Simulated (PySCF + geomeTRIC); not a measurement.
Species: CH$_{3}$O, SMILES `C[O]` (charge 0, multiplicity 2).

### Question
Give a relaxed geometry from PySCF + geomeTRIC with TPSS-D3(BJ)/def2-SVP.

### Answer
the end point of this relaxation (outside a Z-matrix the atoms follow the SMILES, hydrogens last).
Z-matrix (Å, degrees):
```
C
O 1 1.3614
H 1 1.1141 2 115.88
H 1 1.1191 3 109.31 2 -124.10
H 1 1.1192 3 109.25 4 -112.02
```
